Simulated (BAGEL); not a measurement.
# BF2 (SMILES F[B]F): ROHF/6-31G(d) (density fitting with qzvpp-jkfit, spherical functions)

Aim: the energy change on altering one bond length of BF2 at ROHF/6-31G* (density fitting with qzvpp-jkfit, spherical functions), from 2 runs. 

The calculation is run with BAGEL 1.2.2.

2 further runs of the same task are left out: 2 set aside as unsound or not needed. Runs told in other sessions of the task aren't counted.

### 1 Starting point

The species is BF2 (3 atoms), meant as a doublet with charge 0. SMILES: `F[B]F`. The shape is that of a PBE0-D4/def2-TZVP optimisation.

Bond lengths: F1–B2 1.306 Å, B2–F3 1.306 Å. Angles: F1–B2–F3 121.1°.

### 2 A single-point energy at ROHF/6-31G(d) (density fitting with qzvpp-jkfit, spherical functions)

Input file input.json:

```json
{ "bagel": [

{
  "title": "molecule",
  "basis": "6-31gs.json",
  "df_basis": "qzvpp-jkfit",
  "angstrom": "true",
  "geometry": [
    { "atom": "F", "xyz": [    0.513100,   -1.044300,    0.160000 ] },
    { "atom": "B", "xyz": [    0.279000,    0.240500,    0.181300 ] },
    { "atom": "F", "xyz": [   -0.802900,    0.738900,   -0.354600 ] }
  ]
},
{
  "title": "rohf",
  "nopen": 1
},
{
  "title": "print",
  "file": "orbitals.molden",
  "orbitals": "true"
}

]}
```

The basis set 6-31G* is read from a file made from the Basis Set Exchange's data (not shown).

Launch:

```bash
$ BAGEL_NUM_THREADS=1 BAGEL input.json > input.out
```

Output:

```text
* using 1 threads per process

  ===============================================================
  ===============================================================

  *** Geometry ***

  { "atom" : "F", "xyz" : [      0.969618,     -1.973441,      0.302356 ] },
  { "atom" : "B", "xyz" : [      0.527234,      0.454479,      0.342607 ] },
  { "atom" : "F", "xyz" : [     -1.517261,      1.396319,     -0.670097 ] },

  Number of auxiliary basis functions:      229

  Since a DF basis is specified, we compute 2- and 3-index integrals:
    o Being stored without compression. Storage requirement is 0.003 GB

  Number of basis functions:       42
  Number of electrons      :       23

    * METHOD: MOLECULE                             0.06

  *** Open-shell HF ***

  === Nuclear Repulsion ===
    55.3022842978

      * DIIS with orbital gradients will be used.

  === ROHF iteration (6-31gs.json) ===
      0       -223.43842407          0.06950976           0.01
      1       -223.54955187          0.04593739           0.02
      2       -223.58826562          0.02706734           0.02
      3       -223.60942039          0.00166710           0.02
      4       -223.60987727          0.00032264           0.02
      5       -223.60995019          0.00009041           0.02
      6       -223.60995848          0.00001592           0.02
      7       -223.60996109          0.00000400           0.02
      8       -223.60996129          0.00000085           0.02
      9       -223.60996136          0.00000036           0.02
     10       -223.60996136          0.00000009           0.02
     11       -223.60996136          0.00000002           0.02
     12       -223.60996136          0.00000001           0.02
    * SCF iteration converged.

    * S^2 (ROHF) is 0.7500

    * Permanent dipole moment:
           (   -0.178920,    -0.165846,    -0.117578) a.u.

    * METHOD: ROHF                                 0.25

    * METHOD: PRINT                                0.01

  ===============================================================
```

It took 0.44 s on 1 thread of Arm Neoverse N1, shared host.

### 3 The distorted shape

Input file input.json:

```json
{ "bagel" : [

{
  "title" : "molecule",
  "basis" : "6-31gs.json",
  "df_basis" : "qzvpp-jkfit",
  "angstrom" : true,
  "geometry" : [
    { "atom" : "F", "xyz" : [    0.583336,   -1.429774,    0.153609 ] },
    { "atom" : "B", "xyz" : [    0.279000,    0.240500,    0.181300 ] },
    { "atom" : "F", "xyz" : [   -0.802900,    0.738900,   -0.354600 ] }
  ]
},
{ "title" : "rohf", "nopen" : 1 },
{ "title" : "print", "file" : "orbitals.molden", "orbitals" : true }

]}
```

The basis set 6-31G* is read from a file made from the Basis Set Exchange's data (not shown).

Launch:

```bash
$ BAGEL_NUM_THREADS=1 BAGEL input.json > input.out
```

Output:

```text
* using 1 threads per process

  ===============================================================
  ===============================================================

  *** Geometry ***

  { "atom" : "F", "xyz" : [      1.102345,     -2.701881,      0.290279 ] },
  { "atom" : "B", "xyz" : [      0.527234,      0.454479,      0.342607 ] },
  { "atom" : "F", "xyz" : [     -1.517261,      1.396319,     -0.670097 ] },

  Number of auxiliary basis functions:      229

  Since a DF basis is specified, we compute 2- and 3-index integrals:
    o Being stored without compression. Storage requirement is 0.003 GB

  Number of basis functions:       42
  Number of electrons      :       23

    * METHOD: MOLECULE                             0.06

  *** Open-shell HF ***

  === Nuclear Repulsion ===
    48.5930302456

      * DIIS with orbital gradients will be used.

  === ROHF iteration (6-31gs.json) ===
      0       -223.30565181          0.07662516           0.01
      1       -223.42180568          0.06024799           0.02
      2       -223.48370627          0.04054163           0.02
      3       -223.53712419          0.00267029           0.02
      4       -223.53848045          0.00140666           0.02
      5       -223.53892452          0.00055213           0.02
      6       -223.53902734          0.00015884           0.02
      7       -223.53906038          0.00004530           0.02
      8       -223.53906777          0.00001208           0.02
      9       -223.53906877          0.00000520           0.02
     10       -223.53906894          0.00000202           0.02
     11       -223.53906887          0.00000061           0.02
     12       -223.53906888          0.00000032           0.02
     13       -223.53906888          0.00000015           0.02
     14       -223.53906888          0.00000006           0.02
     15       -223.53906889          0.00000002           0.02
     16       -223.53906889          0.00000001           0.02
     17       -223.53906889          0.00000000           0.02
    * SCF iteration converged.

    * S^2 (ROHF) is 0.7500

    * Permanent dipole moment:
           (    0.024203,    -0.960602,    -0.098737) a.u.

    * METHOD: ROHF                                 0.32

    * METHOD: PRINT                                0.01

  ===============================================================
```

It took 0.52 s on 1 thread of Arm Neoverse N1, shared host.

### 4 Summary of results

Level: ROHF/6-31G* (density fitting with qzvpp-jkfit, spherical functions).

| quantity | value |
| --- | --- |
| first shape: total energy | -223.60996 Eh |
| first shape: dipole moment | 0.69 D |
| first shape: ⟨S²⟩ | 0.750 |
| distorted shape: total energy | -223.53907 Eh |
| distorted shape: dipole moment | 2.46 D |
| distorted shape: ⟨S²⟩ | 0.750 |
| energy change with the F1–B2 bond stretched from 1.306 to 1.698 Å | 1.929 eV |

What this shows: With the F1–B2 bond stretched from 1.306 to 1.698 Å the energy rises by 1.93 eV (44 kcal/mol). The first shape isn't relaxed at this level, so the change isn't measured from a minimum.
